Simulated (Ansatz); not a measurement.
We consider fcc Cu, described by r²SCAN (Ansatz, a program for electronic structure, plane waves, PAW).

Run with plane-wave cutoff 560 eV, 26×26×26 k mesh, Fermi–Dirac smearing 0.05 eV, no spin polarisation, scalar-relativistic PAW data made under PBE.

Computed at the level's own relaxed cell.

Q: Give the computed volume per atom, bulk modulus B0, equilibrium lattice constant a and pressure derivative B′ of the bulk modulus.

A: 
volume per atom: 11.44 Å³/atom
bulk modulus B0: 162 GPa
equilibrium lattice constant a: 3.577 Å
pressure derivative B′ of the bulk modulus: 5.1

The run finds no gap.

Measured, for comparison: equilibrium volume per atom 11.62 Å³/atom, lattice constant a 3.595 Å (low-temperature or extrapolated to 0 K; zero-point anharmonic expansion removed; as tabulated in Csonka et al. (2009), arXiv:0903.4037); bulk modulus 144 GPa (0 K value with the zero-point phonon effect removed, our sources range from 140 to 145; as tabulated in Mejia-Rodriguez and Trickey (2018), arXiv:1807.09216). Computed (rounded) less measured: equilibrium volume per atom -1.5 %, bulk modulus +12 % (+12 % to +16 % over the range), lattice constant a -0.5 %.

Computed values are for the static lattice.
